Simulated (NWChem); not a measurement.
Species: SiH₂, singlet; SMILES [SiH2]

```xyz
3

Si     0.0000     0.0000     0.1825
H      1.0961     0.0000    -0.8906
H     -1.0961     0.0000    -0.8906
```
Atoms are numbered in this order, from 1.

Results from NWChem. Low-valent species are run as closed-shell singlets; no triplet was tried in these runs. Geometry: optimised at PBE0/def2-SVP. Level: PBE0/def2-SVP with SMD (1 M gas to 1 M solution), gas-phase geometry. Reactions with the solvent are ignored.

### Question
Estimate the computed values for solvent water. Quantities: solvation free energy (kcal/mol); cavity-dispersion-structure term (kcal/mol); dipole in solution (D).

### Answer
```json
{
  "solvation free energy (kcal/mol)": "-0.7",
  "cavity-dispersion-structure term (kcal/mol)": "1.1",
  "dipole in solution (D)": "0.46"
}
```
